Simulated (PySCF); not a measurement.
## Spin–spin coupling constants

Geometry (Å), atoms numbered from 1 in this order:
```xyz
8

C     0.7808   -0.0659    0.0324
C    -0.6492   -0.4353    0.0012
N    -0.1959    0.8115   -0.5685
H     1.2324    0.2005    0.9816
H     1.4584   -0.5337   -0.6686
H    -0.9860   -1.1654   -0.7218
H    -1.2118   -0.4312    0.9283
H    -0.4196    1.6289   -0.0091
```

Method: B3LYP/pcJ-1//GFN2-xTB, PySCF 2.14; isolated molecule, single conformer, non-relativistic. Couplings are averaged over pairs made equivalent by symmetry, fast rotation or ring inversion, so a value needn't be that of the named pair in this geometry, while other rotamers aren't included; one pair stands for each set, and the list holds those of at least 0.8 Hz over up to four bonds.

Isotopes: 13C, 1H, 15N.

| pair | bonds | J (Hz) |
| --- | --- | --- |
| C1, C2 | 1 | 21.8 |
| C1, N3 | 1 | 8.5 |
| C1, H4 | 1 | 173.9 |
| N3, H8 | 1 | -62.9 |
| C1, H6 | 2 | ? |
| C1, H8 | 2 | -2.7 |
| N3, H4 | 2 | ? |
| H4, H5 | 2 | 1.0 |
| H4, H6 | 3 | 3.1 |
| H4, H7 | 3 | 6.1 |
| H4, H8 | 3 | ? |

Task: Estimate the withheld couplings, with signs.

Result: 
- 2J(C1,H6) = -1.9 Hz
- 2J(N3,H4) = -4.0 Hz (mean over equivalent pairs that range from -8.4 to 0.4 Hz in this conformer)
- 3J(H4,H8) = 10.2 Hz (mean over equivalent pairs that range from 8.6 to 11.7 Hz in this conformer)
